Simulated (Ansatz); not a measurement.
Computed with Ansatz on PBE0-D4/def2-TZVP structures; ΔE is electronic, products minus reactants. CCSD(T)/CBS adds triple-zeta CCSD(T) − MP2 to the extrapolated MP2 energy (def2 sets, frozen cores). This one scheme is used for every species, atoms too. Open shells (•) are unrestricted, without spin–orbit coupling. Spin–orbit coupling would lower the free atoms: a little for F. For Mg outer-core shells are correlated without core-valence functions, so the limit isn't a true one: a few kJ/mol of doubt a bond, and 10 to 20 or more in all where bonds break to atoms.

Reaction (hydrogen abstraction from a Mg–H bond): `[MgH2]` + F• → `[MgH]`• + H–F

```
 species  MP2/CBS(def2) energy (Eh)
`[MgH2]`                 -201.03028
      F•                  -99.65324
`[MgH]`•                 -200.41534
     H–F                 -100.38702
```

(1) Work out ΔE.

Largest T1 diagnostic among the species: 0.012.

## Answers

(1) ΔE = (-200.41534) + (-100.38702) − (-201.03028) − (-99.65324) = -0.11884 Eh = -3.23 eV. CCSD(T)/CBS gives -2.88 eV.

At CCSD(T), def2-SVP lies +0.29 eV from the extrapolated value and def2-TZVPP +0.02 eV. Leaving LDA and LC-ωPBE aside and taking each functional with its dispersion term where it has one, the values, not all of them listed here, spread over 0.60 eV, from PBE-D4 to BHLYP-D4. LDA lies −0.56 eV from PBE without D4.
